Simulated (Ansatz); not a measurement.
# BH2O (SMILES [BH]O) at UHF/STO-3G

Aim: the vertical doublet–quartet gap of BH2O at UHF/STO-3G, from 2 runs. 

Program for the calculation: Ansatz 0.2.0.

50 further runs of the same task are left out: 50 set aside as unsound or not needed.

### Step 1. Starting point

BH2O: 4 atoms, total charge 0, spin state doublet. SMILES: `[BH]O`. The shape is that of a PBE0-D4/def2-TZVP optimisation.

Bond lengths: B1–O2 1.333 Å, B1–H3 1.201 Å, O2–H4 0.961 Å. Angles: B1–O2–H4 114.6°, O2–B1–H3 121.0°.

### Step 2. A single-point energy at UHF/STO-3G

Input file input.yaml:

```yaml
crystal:
  periodic: [false, false, false]
  atoms:
    - {symbol: B, position_ang: [-0.006100, -0.485500, 0.388300]}
    - {symbol: O, position_ang: [0.119700, 0.544500, -0.448600]}
    - {symbol: H, position_ang: [-1.064200, -1.032400, 0.540300]}
    - {symbol: H, position_ang: [1.006100, 0.913200, -0.500300]}
basis:
  gaussian: {orbitals: STO-3G}
output: {orbitals: {seedname: orbitals}}
hamiltonian: {xc: hf}
accuracy: high
magnetization: {spin_polarized: true, initial_magnetization: 1}
```

Command:

```sh
$ ansatz run input.yaml --threads 1 --pin off --max-ram 3480MiB --events-out events.jsonl --progress --plain --runs-dir runs
```

Log:

```text
Warning: RAYON_NUM_THREADS=1 ignored (pool sized by the plan → 1); use --threads N
Functional definition: HF
  name "HF"
  exchange = exact_x
  correlation = 0
187 factors; integrals over basis functions are off by at most 2.2e-8 eV
mean field evaluation 1: about -2701.3508 eV, gradient 1.2e1 eV
mean field evaluation 2: about -2701.3957 eV, gradient 1.2e1 eV
mean field evaluation 4: about -2702.7072 eV, gradient 2.0e0 eV
mean field evaluation 8: about -2702.7862 eV, gradient 4.1e-4 eV
mean field -2702.78526141 eV, -99.3255263430 hartree, gradient 2.7e-8 eV, S^2 0.754391; 0 other end points of the search recorded, 0 dependent functions left out
reference -2702.78526141 eV, -99.3255263430 hartree; 8, 7 occupied and 4, 5 virtual orbitals, 187 factors
Total energy: -2702.78526141 eV, -99.3255263430 hartree
```

It took 0.08 s on 1 thread of Arm Neoverse V1, shared host.

### Step 3. The quartet

Input file input.yaml:

```yaml
crystal:
  periodic: [false, false, false]
  atoms:
    - symbol: B
      position_ang: [-0.006100, -0.485500, 0.388300]
    - symbol: O
      position_ang: [0.119700, 0.544500, -0.448600]
    - symbol: H
      position_ang: [-1.064200, -1.032400, 0.540300]
    - symbol: H
      position_ang: [1.006100, 0.913200, -0.500300]
basis:
  gaussian:
    orbitals: STO-3G
magnetization:
  spin_polarized: true
  initial_magnetization: 3
hamiltonian:
  xc: hf
accuracy: high
output: {orbitals: {seedname: orbitals}}
```

Command:

```sh
$ ansatz run input.yaml --threads 1 --pin off --max-ram 3480MiB --events-out events.jsonl --progress --plain --runs-dir runs
```

Log:

```text
Warning: RAYON_NUM_THREADS=1 ignored (pool sized by the plan → 1); use --threads N
[... 4 set-up lines as earlier in the session ...]
187 factors; integrals over basis functions are off by at most 2.2e-8 eV
mean field evaluation 1: about -2693.1831 eV, gradient 1.7e1 eV
mean field evaluation 2: about -2693.2510 eV, gradient 1.7e1 eV
mean field evaluation 4: about -2695.9538 eV, gradient 1.9e0 eV
mean field evaluation 8: about -2696.0240 eV, gradient 4.0e-5 eV
mean field evaluation 16: about -2695.3386 eV, gradient 1.8e0 eV
mean field evaluation 32: about -2695.9744 eV, gradient 9.0e-1 eV
mean field -2696.02202966 eV, -99.0769821606 hartree, gradient 1.7e-8 eV, S^2 3.759923; 0 other end points of the search recorded, 0 dependent functions left out
reference -2696.02202966 eV, -99.0769821606 hartree; 9, 6 occupied and 3, 6 virtual orbitals, 187 factors
Total energy: -2696.02202966 eV, -99.0769821606 hartree
```

Run time: 0.08 s. Hardware: 1 thread of Arm Neoverse V1, shared host.

### Step 4. Results

At UHF/STO-3G:

| quantity | value |
| --- | --- |
| doublet: total energy | -99.32553 Eh |
| doublet: HOMO energy (highest over α and β) | -6.88 eV |
| doublet: LUMO energy (lowest over α and β) | 8.50 eV |
| doublet: ⟨S²⟩ | 0.754 |
| quartet: total energy | -99.07698 Eh |
| quartet: HOMO energy (highest over α and β) | -3.48 eV |
| quartet: LUMO energy (lowest over α and β) | 2.99 eV |
| quartet: ⟨S²⟩ | 3.760 |
| vertical energy of the quartet above the doublet | 6.763 eV |

In words: At this shape the quartet lies 6.76 eV (156 kcal/mol) above the doublet. In a minimal basis such a difference can be off by several eV, whatever the method.
